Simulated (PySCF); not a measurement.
# F2O: the cost of one run

The runs use PySCF 2.14.0, with density-fitted response routines of our own; the level of theory stands in each step. All values are computed, except where a source is named. Atoms count from 0, in the outputs and in this text.

## (1) The molecule as given

3 atoms, charge 0, multiplicity 1; geometry from: MMFF94s.

Bonds of the start (Å): F0–O1 1.42, O1–F2 1.42.

## (2) Optimising the geometry at PBE0-D3(BJ)/def2-SVP

Job settings and geometry (Å):

```
{"job": {"xc": "PBE0", "basis": "def2-SVP", "d3": "d3bj", "grid": 1, "kind": "geom"}, "charge": 0, "multiplicity": 1}
F     -1.162690    -0.271379     0.000000
O     -0.000886     0.538933     0.000000
F      1.163577    -0.267554     0.000000
```

Started as:

```sh
$ OMP_NUM_THREADS=1 python probes_run.py task.json out
```

One launch serves the whole session: the jobs run in the order shown.

**Question.** How long does this first job take on 1 thread of Intel Xeon Platinum 8488C, shared host, and how much memory does it need?

About 2.4 s, with a peak of 0.25 GiB.
